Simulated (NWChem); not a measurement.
Species: CN anion

```xyz
2

C      0.0000     0.0000    -0.6332
N      0.0000     0.0000     0.5409
```
Atoms are numbered in this order, from 1.

Level: B3LYP/def2-SVPD (NWChem), optimised geometry, unscaled harmonic frequencies. 

```
frequency (cm⁻¹)  IR intensity (km/mol)
----------------  ---------------------
2195                               14.6
```

```
Quantity                                                                            Value
-----------------------------------------------------------------------  ----------------
zero-point energy                                                            3.1 kcal/mol
thermal correction to the enthalpy at 298.15 K (with zero-point energy)      5.2 kcal/mol
heat capacity Cv                                                          5.0 cal/(mol K)
entropy at 298.15 K and 1 atm (symmetry number 1)                        47.0 cal/(mol K)
```

Rigid rotor and harmonic oscillator.
